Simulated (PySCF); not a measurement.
**Chlorine: a sound run and one with changed settings**

Sound run: Cl [Ne] 3s2 3p5, Cl+ [Ne] 3s2 3p4. Calculation: PySCF 2.14, in cc-pV(T+d)Z; the non-relativistic Hamiltonian (point nucleus). In the sound run the correlated levels freeze [Ne]. The sound run starts from symmetry-adapted Hartree-Fock orbitals and uses a fine grid where one is needed.

Changed run: the spin-free X2C one-electron Hamiltonian (Gaussian nucleus). This setting is unsound on purpose.

```tsv
species	method	sound run (hartree)	changed run (hartree)	converged
Cl	UHF	-459.48556	-460.72814	yes
Cl	M06-2X	-460.14045	-461.38254	yes
Cl	PBE	-459.96552	-461.20652	yes
Cl	MP2	-459.64410	-460.88678	yes
Cl	CCSD(T)	-459.67356	-460.91617	yes
Cl+	UHF	-459.05290	-460.29606	yes
Cl+	M06-2X	-459.66311	-460.90568	yes
Cl+	PBE	-459.48913	-460.73071	yes
Cl+	MP2	-459.17687	-460.42006	yes
Cl+	CCSD(T)	-459.20642	-460.44950	yes
```

Ionisation energy of Cl:

| method | sound run (eV) | changed run (eV) |
| --- | --- | --- |
| UHF | 11.773 | 11.758 |
| M06-2X | 12.989 | 12.976 |
| PBE | 12.963 | 12.948 |
| MP2 | 12.714 | 12.700 |
| SCS-MP2 | 12.712 | 12.698 |
| CCSD | 12.674 | 12.661 |
| CCSD(T) | 12.712 | 12.699 |

Most of the change in total energy is the relativistic energy itself. On top of that the contraction fixes the core shape for the Hamiltonian it was made with, so the changed run is not a good calculation with the other Hamiltonian either.

For comparison, NIST gives 12.968 eV between the lowest levels.
